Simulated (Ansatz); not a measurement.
Ansatz (a program for electronic structure) input (CCSD(T)/aug-cc-pVDZ):

Ansatz 0.2 input:
```yaml
crystal:
  periodic: [false, false, false]
  atoms:
    - {symbol: C, position_ang: [-0.00170870, -0.66567344, 0.81387215]}
    - {symbol: C, position_ang: [-0.00719668, 0.66934088, 0.81082855]}
    - {symbol: C, position_ang: [0.00705435, -0.78630365, -0.69668354]}
    - {symbol: C, position_ang: [0.00060264, 0.78315033, -0.70026163]}
    - {symbol: H, position_ang: [-0.00295721, -1.40814764, 1.60151577]}
    - {symbol: H, position_ang: [-0.01456410, 1.41536330, 1.59507864]}
    - {symbol: H, position_ang: [-0.87601309, -1.24870475, -1.14280492]}
    - {symbol: H, position_ang: [0.89873399, -1.24138698, -1.13309362]}
    - {symbol: H, position_ang: [0.88851889, 1.24355459, -1.13875886]}
    - {symbol: H, position_ang: [-0.88622818, 1.23623681, -1.14847016]}
basis:
  gaussian:
    orbitals: aug-cc-pVDZ
magnetization: {spin_polarized: false}
correlation: {method: ccsd_t, electrons: outside_noble_gas}
output: {forces: true}
```

End of the output:

```
cycle   9  -16.39553286 eV  change    1.9e-6 eV  update   6.7e-6
perturbative correction -0.64592913 eV, -0.0237374576 hartree
the calculation of the forces begins
Total energy: -4232.55700236 eV, -155.5436009065 hartree
Atom 0 at    -0.001709    -0.665673     0.813872 Å, force     0.004405    -1.357735     0.218021 eV/Å
Atom 1 at    -0.007197     0.669341     0.810829 Å, force    -0.006761     1.358705     0.211828 eV/Å
Atom 2 at     0.007054    -0.786304    -0.696684 Å, force     0.001829    -0.099027    -0.259707 eV/Å
Atom 3 at     0.000603     0.783150    -0.700262 Å, force     0.001020     0.097854    -0.260156 eV/Å
Atom 4 at    -0.002957    -1.408148     1.601516 Å, force    -0.000660    -0.363566     0.394544 eV/Å
Atom 5 at    -0.014564     1.415363     1.595079 Å, force    -0.003656     0.365344     0.392882 eV/Å
Atom 6 at    -0.876013    -1.248705    -1.142805 Å, force    -0.387434    -0.181666    -0.176073 eV/Å
Atom 7 at     0.898734    -1.241387    -1.133094 Å, force     0.390823    -0.178457    -0.171814 eV/Å
Atom 8 at     0.888519     1.243555    -1.138759 Å, force     0.389346     0.180879    -0.172633 eV/Å
Atom 9 at    -0.886228     1.236237    -1.148470 Å, force    -0.388911     0.177670    -0.176892 eV/Å
Dipole moment:     0.000137    -0.000056    -0.024935 e Å
```
